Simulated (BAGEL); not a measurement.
# triplet BH2Cl at 6 levels

We compute a comparison of 6 runs (UHF/3-21G, ROHF/6-31G*, UHF/6-31G*, ROHF/def2-TZVP, UHF/def2-TZVP, CASPT2(12,10)/6-31G*) of triplet BH2Cl. 

Program for the calculation: BAGEL 1.2.2.

13 further runs of the same task are left out: 13 set aside as unsound or not needed.

### 1 The molecule

The species is BH2Cl (4 atoms), meant as a triplet with charge 0. As SMILES of the parent species, `BCl`. Geometry: relaxed at PBE0-D4/def2-TZVP. That shape belongs to the parent species and isn't relaxed for this state.

Bond lengths: B1–Cl2 1.733 Å, B1–H3 1.190 Å, B1–H4 1.190 Å. Angles: Cl2–B1–H3 118.1°, Cl2–B1–H4 118.1°, H3–B1–H4 123.7°.

### 2 The energy at UHF/3-21G (density fitting with qzvpp-jkfit) (run 1)

input.json

```json
{ "bagel": [

{
  "title": "molecule",
  "basis": "3-21g",
  "df_basis": "qzvpp-jkfit",
  "angstrom": true,
  "geometry": [
    { "atom": "B", "xyz": [      -0.116700,       0.021700,      -0.075300 ] },
    { "atom": "Cl", "xyz": [       1.365000,      -0.395300,       0.721200 ] },
    { "atom": "H", "xyz": [      -1.106200,      -0.559500,       0.240400 ] },
    { "atom": "H", "xyz": [      -0.086600,       0.872800,      -0.906600 ] }
  ]
},

{
  "title": "uhf",
  "nopen": 2
},

{
  "title": "print",
  "file": "orbitals.molden",
  "orbitals": true
}

]}
```

Command:

```console
BAGEL_NUM_THREADS=1 BAGEL input.json > input.out
```

Standard output:

```text
* using 1 threads per process

  ===============================================================
  ===============================================================

  *** Geometry ***

  { "atom" : "B", "xyz" : [     -0.220531,      0.041007,     -0.142296 ] },
  { "atom" : "Cl", "xyz" : [      2.579476,     -0.747009,      1.362870 ] },
  { "atom" : "H", "xyz" : [     -2.090415,     -1.057302,      0.454290 ] },
  { "atom" : "H", "xyz" : [     -0.163650,      1.649353,     -1.713226 ] },

  Number of auxiliary basis functions:      239

  Since a DF basis is specified, we compute 2- and 3-index integrals:
    o Being stored without compression. Storage requirement is 0.001 GB

  Number of basis functions:       26
  Number of electrons      :       24

    * METHOD: MOLECULE                             0.07

  *** Open-shell HF ***

  === Nuclear Repulsion ===
    37.7830159821

      * DIIS with orbital gradients will be used.

  === UHF iteration (3-21g) ===
      0       -482.78654884          0.02790375           0.01
      1       -482.81134188          0.00964346           0.01
      2       -482.81471214          0.00348739           0.01
      3       -482.81563845          0.00241862           0.01
      4       -482.81628915          0.00180605           0.01
      5       -482.81792816          0.00125688           0.01
      6       -482.81924487          0.00074032           0.01
      7       -482.81924975          0.00028475           0.01
      8       -482.81929075          0.00010369           0.01
      9       -482.81929217          0.00003387           0.01
     10       -482.81929279          0.00001338           0.01
     11       -482.81929285          0.00000253           0.01
     12       -482.81929285          0.00000073           0.01
     13       -482.81929285          0.00000028           0.01
     14       -482.81929285          0.00000016           0.01
     15       -482.81929285          0.00000012           0.01
     16       -482.81929285          0.00000006           0.01
     17       -482.81929285          0.00000004           0.01
     18       -482.81929285          0.00000002           0.01
     19       -482.81929285          0.00000000           0.01
    * SCF iteration converged.

    * S^2 (UHF) is 2.0095

    * Permanent dipole moment:
           (   -0.589289,     0.165872,    -0.316818) a.u.

    * METHOD: UHF                                  0.26

    * METHOD: PRINT                                0.00

  ===============================================================
```

It took 0.62 s on 1 thread of Intel Xeon Platinum 8488C (Sapphire Rapids), shared host.

### 3 A single-point energy at ROHF/6-31G(d) (density fitting with qzvpp-jkfit, spherical functions) (run 2)

calc.json

```json
{ "bagel" : [

{
  "title" : "molecule",
  "basis" : "6-31gs.json",
  "df_basis" : "qzvpp-jkfit",
  "angstrom" : true,
  "geometry" : [
    { "atom" : "B", "xyz" : [      -0.116700,       0.021700,      -0.075300 ] },
    { "atom" : "Cl", "xyz" : [       1.365000,      -0.395300,       0.721200 ] },
    { "atom" : "H", "xyz" : [      -1.106200,      -0.559500,       0.240400 ] },
    { "atom" : "H", "xyz" : [      -0.086600,       0.872800,      -0.906600 ] }
  ]
},

{ "title" : "rohf", "nopen" : 2 },

{ "title" : "print", "file" : "orbitals.molden", "orbitals" : true }

]}
```

The basis set 6-31G* is read from a file made from the Basis Set Exchange's data (not shown).

Command:

```console
BAGEL_NUM_THREADS=1 BAGEL calc.json > calc.out
```

Standard output:

```text
* using 1 threads per process

  ===============================================================
  ===============================================================

  *** Geometry ***

  { "atom" : "B", "xyz" : [     -0.220531,      0.041007,     -0.142296 ] },
  { "atom" : "Cl", "xyz" : [      2.579476,     -0.747009,      1.362870 ] },
  { "atom" : "H", "xyz" : [     -2.090415,     -1.057302,      0.454290 ] },
  { "atom" : "H", "xyz" : [     -0.163650,      1.649353,     -1.713226 ] },

  Number of auxiliary basis functions:      239

  Since a DF basis is specified, we compute 2- and 3-index integrals:
    o Being stored without compression. Storage requirement is 0.002 GB

  Number of basis functions:       36
  Number of electrons      :       24

    * METHOD: MOLECULE                             0.05

  *** Open-shell HF ***

  === Nuclear Repulsion ===
    37.7830159821

      * DIIS with orbital gradients will be used.

  === ROHF iteration (6-31gs.json) ===
      0       -485.11781465          0.02396881           0.02
      1       -485.14015100          0.00640719           0.01
      2       -485.14237610          0.00212736           0.01
      3       -485.14301818          0.00137347           0.01
      4       -485.14330432          0.00111914           0.01
      5       -485.14367854          0.00110990           0.01
      6       -485.14432054          0.00104584           0.01
      7       -485.14563821          0.00069987           0.01
      8       -485.14631918          0.00051310           0.01
      9       -485.14600239          0.00087083           0.01
     10       -485.14685730          0.00016950           0.01
     11       -485.14647823          0.00050927           0.01
     12       -485.14682211          0.00005688           0.01
     13       -485.14667327          0.00001425           0.01
     14       -485.14668374          0.00000214           0.01
     15       -485.14668734          0.00000056           0.01
     16       -485.14668691          0.00000019           0.02
     17       -485.14668694          0.00000012           0.02
     18       -485.14668693          0.00000009           0.02
     19       -485.14668694          0.00000004           0.02
     20       -485.14668695          0.00000002           0.02
     21       -485.14668695          0.00000001           0.02
     22       -485.14668695          0.00000001           0.02
    * SCF iteration converged.

    * S^2 (ROHF) is 2.0000

    * Permanent dipole moment:
           (   -0.759570,     0.213776,    -0.408332) a.u.

    * METHOD: ROHF                                 0.39

    * METHOD: PRINT                                0.00

  ===============================================================
```

Wall time 0.71 s (1 thread of Intel Xeon Platinum 8488C (Sapphire Rapids), shared host).

### 4 The energy at UHF/6-31G(d) (density fitting with qzvpp-jkfit, spherical functions) (run 3)

Edit calc.json of step 3 so:

```diff
@@ -15,3 +15,3 @@
 
-{ "title" : "rohf", "nopen" : 2 },
+{ "title" : "uhf", "nopen" : 2 },
```

The basis set 6-31G* is read from a file made from the Basis Set Exchange's data (not shown).

Command:

```console
BAGEL_NUM_THREADS=1 BAGEL calc.json > calc.out
```

Standard output:

```text
* using 1 threads per process

  ===============================================================
  ===============================================================

  *** Geometry ***

  { "atom" : "B", "xyz" : [     -0.220531,      0.041007,     -0.142296 ] },
  { "atom" : "Cl", "xyz" : [      2.579476,     -0.747009,      1.362870 ] },
  { "atom" : "H", "xyz" : [     -2.090415,     -1.057302,      0.454290 ] },
  { "atom" : "H", "xyz" : [     -0.163650,      1.649353,     -1.713226 ] },

  Number of auxiliary basis functions:      239

  Since a DF basis is specified, we compute 2- and 3-index integrals:
    o Being stored without compression. Storage requirement is 0.002 GB

  Number of basis functions:       36
  Number of electrons      :       24

    * METHOD: MOLECULE                             0.05

  *** Open-shell HF ***

  === Nuclear Repulsion ===
    37.7830159821

      * DIIS with orbital gradients will be used.

  === UHF iteration (6-31gs.json) ===
      0       -485.11781465          0.02396881           0.01
      1       -485.14576540          0.00639574           0.01
      2       -485.14899242          0.00217510           0.01
      3       -485.14988541          0.00136118           0.01
      4       -485.15024470          0.00113631           0.01
      5       -485.15077920          0.00108157           0.01
      6       -485.15179490          0.00090573           0.01
      7       -485.15315553          0.00063503           0.01
      8       -485.15318888          0.00032315           0.01
      9       -485.15328270          0.00030145           0.01
     10       -485.15330197          0.00006230           0.01
     11       -485.15330519          0.00004661           0.01
     12       -485.15330585          0.00000326           0.01
     13       -485.15330588          0.00000139           0.01
     14       -485.15330588          0.00000055           0.01
     15       -485.15330588          0.00000021           0.01
     16       -485.15330588          0.00000013           0.01
     17       -485.15330588          0.00000008           0.01
     18       -485.15330588          0.00000003           0.01
     19       -485.15330588          0.00000002           0.01
     20       -485.15330588          0.00000001           0.01
     21       -485.15330588          0.00000001           0.01
    * SCF iteration converged.

    * S^2 (UHF) is 2.0149

    * Permanent dipole moment:
           (   -0.737973,     0.207708,    -0.396732) a.u.

    * METHOD: UHF                                  0.34

    * METHOD: PRINT                                0.00

  ===============================================================
```

It took 0.67 s on 1 thread of Intel Xeon Platinum 8488C (Sapphire Rapids), shared host.

Runs 4 to 5 aren't shown in full; the table further down has their settings and results.

### 5 The energy at CASPT2(12,10)/6-31G(d) (density fitting with qzvpp-jkfit, spherical functions) (run 6)

Edit input.json of step 2 so:

```diff
@@ -4,5 +4,5 @@
   "title": "molecule",
-  "basis": "3-21g",
+  "basis": "6-31gs.json",
   "df_basis": "qzvpp-jkfit",
-  "angstrom": true,
+  "angstrom": "true",
   "geometry": [
@@ -16,4 +16,13 @@
 {
-  "title": "uhf",
-  "nopen": 2
+  "title": "hf"
+},
+
+{
+  "title": "casscf",
+  "nstate": 1,
+  "nact": 10,
+  "nclosed": 6,
+  "nspin": 2,
+  "maxiter": 200,
+  "natocc": "true"
 },
@@ -23,3 +32,13 @@
   "file": "orbitals.molden",
-  "orbitals": true
+  "orbitals": "true"
+},
+
+{
+  "title": "smith",
+  "method": "caspt2",
+  "ms": "true",
+  "xms": "true",
+  "sssr": "true",
+  "shift": 0.0,
+  "ncore": 6
 }
```

The basis set 6-31G* is read from a file made from the Basis Set Exchange's data (not shown).

Command:

```console
BAGEL_NUM_THREADS=1 BAGEL input.json > input.out
```

Standard output:

```text
* using 1 threads per process

  ===============================================================
  ===============================================================

  *** Geometry ***

  { "atom" : "B", "xyz" : [     -0.220531,      0.041007,     -0.142296 ] },
  { "atom" : "Cl", "xyz" : [      2.579476,     -0.747009,      1.362870 ] },
  { "atom" : "H", "xyz" : [     -2.090415,     -1.057302,      0.454290 ] },
  { "atom" : "H", "xyz" : [     -0.163650,      1.649353,     -1.713226 ] },

  Number of auxiliary basis functions:      239

  Since a DF basis is specified, we compute 2- and 3-index integrals:
    o Being stored without compression. Storage requirement is 0.002 GB

  Number of basis functions:       36
  Number of electrons      :       24

[... 15 lines left out ...]
    * SCF iteration converged.
[... 1 line left out ...]
    * Permanent dipole moment:
[... 22 lines left out ...]
    * Second-order optimization converged. *
[... 11 lines left out ...]
     * ci vector, state   0, <S^2> = 2.0000
[... 7 lines left out ...]
    * METHOD: CASSCF                              18.38

    * METHOD: PRINT                                0.00

  === SMITH program ===

    * freezing 6 orbitals

    * Approximate memory requirement for SMITH calulation per MPI process:
      o Storage requirement for T-amplitude, lambda, and residual is 0.00 GB
      o Storage requirement for MO integrals is 0.00 GB
    * Calculating and saving rdm4f

    * Zeroth order energy : state  0       -7.1219845734

    * CASPT2 iteration is performed using redundant basis

      ---- iteration ----

        0    -0.16850207     0.00635807      0.49
        1    -0.16916163     0.00056067      0.41
        2    -0.16917186     0.00006446      0.44
        3    -0.16917197     0.00000718      0.37
        4    -0.16917197     0.00000086      0.42

      -------------------

    * CASPT2 energy : state  0     -485.3784568070
        reference weight              0.9376723954

    * METHOD: SMITH                               14.28

  ===============================================================
```

It took 33 s on 1 thread of Intel Xeon Platinum 8488C (Sapphire Rapids), shared host; peak memory 3.5 GiB.

### 6 The series

```
run                                                                         level  iteration cap  active rule  energy (Eh)  dipole moment (D)   ⟨S²⟩  wall time
  1                                  UHF/3-21G (density fitting with qzvpp-jkfit)              –            –  -482.819293               1.75  2.010     0.62 s
  2           ROHF/6-31G* (density fitting with qzvpp-jkfit, spherical functions)              –            –  -485.146687               2.26  2.000     0.71 s
  3            UHF/6-31G* (density fitting with qzvpp-jkfit, spherical functions)              –            –  -485.153306               2.19  2.015     0.67 s
  4                             ROHF/def2-TZVP (density fitting with qzvpp-jkfit)              –            –  -485.192898               2.57  2.000        2 s
  5                              UHF/def2-TZVP (density fitting with qzvpp-jkfit)              –            –  -485.201198               2.49  2.021      1.4 s
  6  CASPT2(12,10)/6-31G* (density fitting with qzvpp-jkfit, spherical functions)            200      valence  -485.378457                  –      –       33 s
```

### 7 Summary of results

| quantity | value |
| --- | --- |
| run 6: total energy | -485.37846 Eh |

What this shows: Over runs 1, 2, 3, 4, 5 the dipole moment (its size) runs from 1.75 D (UHF/3-21G) to 2.57 D (ROHF/def2-TZVP). The two ends differ in method and basis. All runs together took 39 s, the longest 33 s.
